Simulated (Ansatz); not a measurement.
Cartesian coordinates (Å):
SMILES: CC#N
```xyz
6

C     -0.4877     0.0012     0.0062
C      0.9657    -0.0024    -0.0122
N      2.1280    -0.0052    -0.0269
H     -0.8795    -0.7382    -0.7060
H     -0.8567    -0.2487     1.0106
H     -0.8698     0.9932    -0.2717
```
Charge 0, multiplicity 1.

These are frozen-core CCSD(T)/aug-cc-pVTZ // PBE-D3(BJ)/def2-TZVPD (Ansatz, a program for electronic structure) values and carry that method's errors.

| Item | Result |
|---|---|
| HF energy | -131.97297 Ha |
| MP2 correlation energy | -0.52485 Ha |

Question: Estimate the CCSD correlation energy, the (T) correction, the total energy and the T1 diagnostic.

Answer: 
```yaml
CCSD correlation energy: -0.53753 Ha
"(T) correction": -0.02618 Ha
CCSD(T) total energy: -132.53669 Ha
T1 diagnostic: 0.013
```
